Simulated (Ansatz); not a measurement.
C₂H₄Cl₂O₂ (`COC(O)(Cl)Cl`) from Hartree–Fock to CCSD(T)

| atom | x (Å) | y (Å) | z (Å) |
| --- | --- | --- | --- |
| C1 | -0.023 | 1.111 | -0.842 |
| O2 | -0.108 | 0.666 | 0.508 |
| C3 | -0.225 | -0.675 | 0.683 |
| O4 | 0.791 | -1.409 | 0.142 |
| Cl5 | -0.304 | -0.904 | 2.457 |
| Cl6 | -1.725 | -1.326 | -0.052 |
| H7 | 0.776 | 0.596 | -1.379 |
| H8 | 0.193 | 2.175 | -0.783 |
| H9 | -0.973 | 0.951 | -1.356 |
| H10 | 1.599 | -1.184 | 0.622 |

Total charge 0; spin multiplicity 1. Geometry: relaxed with PBE0-D4/def2-TZVP. It is one conformer, not always the lowest. Frozen core, restricted reference, Ansatz 0.2.0. CBS rows extrapolate triple and quadruple zeta; past MP2 they add the triple-zeta difference.

```tsv
basis	HF (Eh)	MP2 corr.
def2-SVP	-1146.29547	-0.91847
def2-TZVPP	-1146.88634	-1.19574
def2-QZVPP	-1146.92217	-1.29629
```

(1) Estimate the CCSD correlation energy and the (T) correction in each basis where they were run (hartree).

Results:

(1) 
| basis | CCSD corr. | (T) |
| --- | --- | --- |
| def2-SVP | -0.96532 | -0.02619 |
| def2-TZVPP | -1.23837 | -0.05285 |
| CBS(def2) | -1.41339 | as TZ |
